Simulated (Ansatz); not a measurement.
## What a trial cell of CaIr3 relaxes into

Computed with DFT PBE, scalar-relativistic, plane waves, PAW in Ansatz 0.2.0.

CaIr3 was placed on the Cu3Au (L1_2) structure type (Pm-3m, No. 221), with Ca in place of Au, Ir in place of Cu, at a guessed volume.

The final relaxation ran on this input, with the default PAW datasets:

```yaml
crystal:
  lattice:
    - [4.0222616478, 0.0, 0.0]
    - [0.0, 4.0222616478, 0.0]
    - [0.0, 0.0, 4.0222616478]
  atoms:
    - { symbol: Ca, position: [0.0, 0.0, 0.0] }
    - { symbol: Ir, position: [0.0, 0.5, 0.5] }
    - { symbol: Ir, position: [0.5, 0.0, 0.5] }
    - { symbol: Ir, position: [0.5, 0.5, 0.0] }
basis:
  ecutwfc: 420
kpoints:
  mp_grid: { grid: [12, 12, 12] }
hamiltonian:
  xc: pbe
scf:
  occupations: { method: gaussian, width: 0.1 }
output:
  forces: true
  stress: true
  eigenvalues: true
relax:
  adjacent_minimum: "off"
  f_tol: 0.01
  max_steps: 80
  cell: { stress_tol: 0.05 }
```

Launched as:

```bash
ansatz run input.yaml --threads 1 --pin off --max-ram 2560MiB --backend cpu --events-out ev --progress --plain --runs-dir out
```

The run took 41 s on 1 thread of Arm Neoverse V1, on a shared host, peak memory 0.43 GiB.

End of the output:

```
SCF converged after 8 iterations
Free energy (F): -37622.462530 eV
Harris-Foulkes:  -37622.462530 eV  (|F-HF|=7.28e-12)
Internal energy: -37622.445280 eV  (E = F + TS)
E sigma→0 (E₀):  -37622.453905 eV
Entropy (-TS):   -0.017250 eV (-4.313 meV/atom)
Fermi energy:    19.109078 eV
--- Per-component energies (eV) ---
  E_band       = -525.620678
  E_kinetic    = 2151.301840
  E_local      = -4480.372244  (includes V_loc(G=0)·N_el)
  E_nonlocal   = 286.183455
  E_hartree    = 1675.318420
  E_xc         = -941.004365
  E_vxc        = -1071.207528  (∫ρ·V_xc dr)
  E_paw        = -28529.849311  (= ΣΔE_a)
  E_vpaw       = -762.163232  (= ΣTr[D̂ρ^β])
  E_aug_tail   = 0.000205  (compensation charges beyond the density's cutoff)
  E_ewald      = -7784.023280
  E_smearing   = -0.017250  (= −TS)
  E_closure    = 0.000000  (closes the sum)
  Σ components = -37622.462530   (vs F -37622.462530, Δ=0.00e0)
--- Forces (eV/Å), atoms counted from 1 ---
  atom   1  Ca     0.00000000     0.00000000     0.00000000
  atom   2  Ir     0.00000000     0.00000000     0.00000000
  atom   3  Ir     0.00000000     0.00000000     0.00000000
  atom   4  Ir     0.00000000     0.00000000     0.00000000
  max |Σ_I F_I| component: 1.66e-29 eV/Å
--- Stress (GPa, compression-positive) ---
       -0.000242       0.000000       0.000000
        0.000000      -0.000242       0.000000
        0.000000       0.000000      -0.000242
  P = ⅓ Tr σ = -0.0002 GPa (-0.002 kbar)
--- Relaxed structure (3 steps of the walk, 2 accepted, 1 SCFs on fresh bases) ---
  F+E_penalty+E_count = -37622.46252990 eV   max|allowed force component| = 5.719e-30 eV/Å   (the final SCF, on the basis selected at the relaxed cell)
  cell:  # Å, volume = 65.0431 Å³
    - [4.021613, 0.000000, 0.0]
    - [0.000000, 4.021613, 0.0]
    - [0.0, 0.0, 4.021613]
  atoms:
    - { symbol: Ca, position: [0.000000, 0.000000, 0.000000] }
    - { symbol: Ir, position: [0.000000, 0.5, 0.5] }
    - { symbol: Ir, position: [0.5, 0.000000, 0.5] }
    - { symbol: Ir, position: [0.5, 0.5, 0.000000] }
```

Total energies depend on the potentials used, so only differences within one code and one set of settings carry meaning.

The result has space group Pm-3m (No. 221). Ca is coordinated by 12 Ir at 2.84 Å; Ir is coordinated by 4 Ca at 2.84 Å and 8 Ir at 2.84 Å.

Against the elements it lies at 0.09 eV/atom. Energies over the elements count from the elements' standard structures at the same level, with no empirical corrections.

For metals, differences of a few meV/atom aren't resolved. Spin–orbit coupling is left out.

Symmetry constrained the relaxation, so the result can be a saddle point.